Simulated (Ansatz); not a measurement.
System: vinyl fluoride, C2H3F (charge 0, singlet). 
Structure (B3LYP-D3(BJ)/def2-TZVP (Ansatz, an electronic-structure program) minimum search):
```xyz
6

C      0.0048     0.4339    -0.0020
C      1.1838    -0.1536     0.0049
F     -1.1460    -0.2672    -0.0028
H     -0.1758     1.5010    -0.0077
H      1.2800    -1.2303     0.0104
H      2.0778     0.4520     0.0052
```

Computed values are from Ansatz. Correlated levels leave the core frozen unless marked. UHF or UKS for open shells. No spin-orbit coupling. Non-relativistic. CBS(X,Y): correlation extrapolated as X^-3; Hartree-Fock from the larger set. [CCSD(T)-MP2]/basis is that difference in the basis named.

### Question
What is the total energy at RI-MP2/CBS(aug-cc-pVTZ,aug-cc-pVQZ)+[CCSD(T)-MP2]/aug-cc-pVTZ?

### Answer
-177.6630 Eh.

### Question
What is the atomisation energy De at RI-MP2/CBS(aug-cc-pVTZ,aug-cc-pVQZ)+[CCSD(T)-MP2]/aug-cc-pVTZ?

### Answer
572.8 kcal/mol.

### Question
What is the dipole moment at CCSD(T)/aug-cc-pVDZ?

### Answer
1.45 D.

### Question
What is the T1 diagnostic at CCSD/aug-cc-pVTZ?

### Answer
0.012.
